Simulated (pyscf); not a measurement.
Optimised with ωB97X-D3(BJ)/def2-SVP in PySCF.

Problem. For the elementary gas-phase step O=V(Cl)(Cl)–Cl + H₂S -> O=V(SH)(Cl)–Cl + hydrogen chloride (HCl) (singlet surface; Cl–V, H–S broken, S–V, Cl–H formed), what barrier and reaction energy does ωB97M-D3(BJ)/def2-TZVP give, measured from the separated reactants?

Solution. ΔE‡ = 22.2 kcal/mol, ΔE = +6.3 kcal/mol. Zero-point energy shifts the barrier by -0.4 kcal/mol. It is a four-centre exchange, with an imaginary mode of 442i cm⁻¹. On the reactant side the descent ends in an adduct with a S–V contact, 5.6 kcal/mol under the separated species and 23.3 kcal/mol under the saddle at ωB97X-D3(BJ)/def2-TZVP. What is counted as formed (S–V) is already present as a longer contact in the reactant adduct; forming that adduct is a step of its own. At ωB97X-D3(BJ) the barrier from the zero used here is 17.7 kcal/mol. One saddle was located; it need not be the lowest between these sides.
